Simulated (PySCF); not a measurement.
Orbital picture of MgF

BHandHLYP at R = 1.771 Å; PySCF, spin-free X2C with a Gaussian nucleus, basis sets Mg x2c-SVPall, F x2c-SVPall. State: ²Σ⁺ (doublet), unpaired electrons σ ↑. Only the outer orbitals are listed, counted within each symmetry.

```
spin  orbital  occ.  ε (eV)  on Mg (%)            main shells (%)
   α       1π     1  -56.26        100                   100 Mg p
   α       1π     1  -56.26        100                   100 Mg p
   α       4σ     1  -56.23        100                   100 Mg p
   α       5σ     1  -32.30          3                     96 F s
   α       6σ     1  -12.14          8                     91 F p
   α       2π     1  -11.22          6                     94 F p
   α       2π     1  -11.22          6                     94 F p
   α       7σ     1   -6.45         97           78 Mg s, 19 Mg p
   α       3π     0   -0.16         98                    93 Mg p
   α       3π     0   -0.16         98                    93 Mg p
   α       8σ     0    1.36        100  64 Mg p, 19 Mg s, 18 Mg d
   β       1π     1  -56.17        100                   100 Mg p
   β       1π     1  -56.17        100                   100 Mg p
   β       4σ     1  -56.06        100                   100 Mg p
   β       5σ     1  -32.16          3                     96 F s
   β       6σ     1  -11.79          8                     91 F p
   β       2π     1  -11.18          6                     94 F p
   β       2π     1  -11.18          6                     94 F p
   β       7σ     0   -2.31         98           86 Mg s, 11 Mg p
   β       3π     0    0.45         98                    96 Mg p
   β       3π     0    0.45         98                    96 Mg p
```

Which are the highest filled and the lowest empty level, where do they sit, and how wide is the gap?

Highest filled α 7σ at -6.45 eV (in %: 78 Mg s, 19 Mg p); lowest empty β 7σ at -2.31 eV (in %: 86 Mg s, 11 Mg p); the gap at BHandHLYP is 4.14 eV.

```json
{
  "bond order (Mayer)": "0.83",
  "⟨S²⟩": "0.750",
  "charge on Mg (Mulliken, basis-dependent)": "0.55",
  "charge on Mg (Löwdin, basis-dependent)": "0.32",
  "dipole moment (positive dipole means Mg(−)F(+))": "-3.34 D"
}
```

The state is the lowest determinant that a PBE0 search found; another state may lie lower at other levels.
